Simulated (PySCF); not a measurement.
## How the method moves the HOMO and LUMO of 3-methyl-1-butene

Species: 3-methyl-1-butene, C5H10.
Atom-mapped SMILES: `[CH2:1]=[CH:2][CH:3]([CH3:4])[CH3:5]` (hydrogens: H6, H7 on C1; H8 on C2; H9 on C3; H10, H11, H12 on C4; H13, H14, H15 on C5)

Geometry (PBE0-D3(BJ)/def2-SVP, Å), atoms numbered from 1 in this order:
```
atom  x, y, z in Å
C1     2.2619   -0.1171   -0.2245
C2     1.0655   -0.2332    0.3520
C3    -0.2484    0.1292   -0.2774
C4    -0.9364    1.2430    0.5117
C5    -1.1494   -1.1002   -0.3938
H6     2.3677    0.2691   -1.2440
H7     3.1801   -0.4018    0.2962
H8     1.0044   -0.6254    1.3773
H9    -0.0417    0.5040   -1.2957
H10   -0.3030    2.1407    0.5711
H11   -1.8919    1.5269    0.0433
H12   -1.1548    0.9175    1.5424
H13   -1.3756   -1.5175    0.6015
H14   -0.6700   -1.8923   -0.9882
H15   -2.1077   -0.8437   -0.8722
```

Basis pcSseg-1 throughout (PySCF), one geometry. One conformer (not necessarily the lowest) at the PBE0-D3(BJ)/def2-SVP geometry, without solvent, vibrations or thermal averaging.

**Question.** How do the orbital energies, the gap and the dipole change with the method?

**Answer.** 
```tsv
method	kind	HOMO (eV)	LUMO (eV)	gap (eV)	μ (D)	SCF cycles
BLYP	GGA	-6.08	-0.47	5.61	0.35	14
B97-D	GGA	-6.18	-0.50	5.68	0.36	14
OPBE	GGA	-6.20	-0.48	5.73	0.38	14
KT3	GGA	-6.24	-0.55	5.69	0.34	14
PBE	GGA	-6.26	-0.61	5.64	0.36	14
KT2	GGA	-6.26	-0.60	5.65	0.33	14
BP86	GGA	-6.35	-0.71	5.64	0.36	14
LDA	LDA	-6.44	-0.85	5.59	0.36	14
B97-2	global hybrid	-7.12	0.39	7.52	0.34	12
B3LYP	global hybrid	-7.15	0.21	7.37	0.33	14
PBE0	global hybrid	-7.39	0.45	7.83	0.34	13
mPW1PW91	global hybrid	-7.40	0.44	7.84	0.34	13
BHandHLYP	global hybrid	-8.34	1.62	9.97	0.32	12
CAM-B3LYP	range-separated hybrid	-8.72	1.64	10.36	0.32	12
wB97X-D	range-separated hybrid	-9.26	2.28	11.54	0.34	11
HF	Hartree–Fock	-9.78	4.44	14.21	0.32	9
LC-wPBE	range-separated hybrid	-10.15	2.82	12.98	0.33	12
```

The HOMO spans 4.07 eV, from BLYP down to LC-wPBE, and the gap runs from 5.59 eV (LDA) to 14.21 eV (HF). Over the methods BLYP (0 %), B97-D (0 %), OPBE (0 %), KT3 (0 %), PBE (0 %), KT2 (0 %), BP86 (0 %), LDA (0 %), B97-2 (21 %), B3LYP (20 %), PBE0 (25 %), mPW1PW91 (25 %), BHandHLYP (50 %), HF (100 %), a straight line through the gap against the share of exact exchange rises by 0.86 eV for each 10 % (correlation coefficient 1.000). The dipole ranges from 0.32 D (BHandHLYP) to 0.38 D (OPBE). This basis has no diffuse functions.
